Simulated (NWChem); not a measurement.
# sulfur dioxide (SO2); SMILES O=S=O

Program: NWChem. All runs use the structure optimised with PBE0/def2-SVP. Ions are spin-unrestricted doublets at the neutral geometry; other ion states weren't tried.

Problem. Estimate the computed values for B3LYP/aug-cc-pVDZ. Quantities: vertical ionisation energy, ΔSCF (eV); −ε(HOMO) (eV).

Solution. 
| Item | Result |
|---|---|
| vertical ionisation energy, ΔSCF (eV) | 12.33 |
| −ε(HOMO) (eV) | 9.30 |
